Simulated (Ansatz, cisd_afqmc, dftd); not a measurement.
System: C$_{3}$H$_{4}$, charge 0, singlet. C3H4 (SMILES C1=CC1).
B3LYP-D3(BJ)/def2-TZVP minimum from Ansatz (a first-principles code):
```xyz
7

C     -0.0054     0.0051     0.8609
C     -0.0002    -0.6463    -0.4958
C      0.0065     0.6404    -0.5035
H      0.9023     0.0040     1.4624
H     -0.9206     0.0134     1.4509
H     -0.0016    -1.5779    -1.0322
H      0.0147     1.5655    -1.0509
```

Wanted: atomisation energy (electronic, to ground-state atoms), in kcal/mol. Open shells are spin-unrestricted; no spin-orbit coupling. Cores are frozen in correlated methods. Rows without X2C or -DK are non-relativistic. AFQMC/CISD: phaseless, guided by CISD from CCSD amplitudes; bars are statistical, one sigma. Outlying blocks are dropped, and bars are widened where a walk drifts. Over all cases where full CI ran beside it in this data, AFQMC minus full CI had a median of +0.1 mEh and passed +0.4 mEh in a tenth of the cases. CBS(X,Y): correlation extrapolated as X^-3, Hartree-Fock from the larger set (Q,5: extrapolated as (X+1)exp(-9√X)). A bracket is a step between two methods taken in the basis named. The functionals are non-relativistic, so their misses hold any scalar relativity. Double hybrids freeze cores in their MP2 part. '+ core + X2C': CCSD(T) terms for core correlation (cc-pwCVTZ) and scalar relativity (cc-pVTZ-DK). Where a partner has so few electrons that a lower coupled-cluster level is exact, that level stands in.

```json
[
 {"level": "PBE/def2-TZVPD", "program": "Ansatz", "atomisation energy (kcal/mol)": "701.1", "difference against the last row": "19.2"},
 {"level": "wB97M-V/def2-TZVPD", "program": "Ansatz", "atomisation energy (kcal/mol)": "682.8", "difference against the last row": "0.9"},
 {"level": "B2PLYP-D3(BJ)/def2-TZVPD", "program": "Ansatz + dftd3", "atomisation energy (kcal/mol)": "675.5", "difference against the last row": "-6.4"},
 {"level": "B2GP-PLYP-D3(BJ)/def2-TZVPD", "program": "Ansatz + dftd3", "atomisation energy (kcal/mol)": "673.2", "difference against the last row": "-8.7"},
 {"level": "MP2/cc-pVDZ", "program": "Ansatz", "atomisation energy (kcal/mol)": "640.6", "difference against the last row": "-41.3"},
 {"level": "CCSD/cc-pVQZ", "program": "Ansatz", "atomisation energy (kcal/mol)": "660.7", "difference against the last row": "-21.2"},
 {"level": "CCSD/CBS(cc-pVQZ,cc-pV5Z)", "program": "Ansatz", "atomisation energy (kcal/mol)": "666.2", "difference against the last row": "-15.7"},
 {"level": "CCSDT(Q)/cc-pVDZ", "program": "Ansatz", "atomisation energy (kcal/mol)": "628.2", "difference against the last row": "-53.7"},
 {"level": "AFQMC/CISD/cc-pVTZ", "program": "cisd_afqmc", "atomisation energy (kcal/mol)": "662.3 ± 0.3", "difference against the last row": "-19.6"},
 {"level": "CCSD(T)/CBS(cc-pVQZ,cc-pV5Z) + [AFQMC/CISD - CCSD(T)]/cc-pVTZ + core + X2C", "program": "Ansatz + cisd_afqmc", "atomisation energy (kcal/mol)": "681.0 ± 0.3", "difference against the last row": "-0.9"},
 {"level": "CCSD(T)/CBS(cc-pVQZ,cc-pV5Z) + [CCSDT(Q) - CCSD(T)]/cc-pVDZ + core + X2C", "program": "Ansatz", "atomisation energy (kcal/mol)": "681.9", "difference against the last row": "0.0"}
]
```
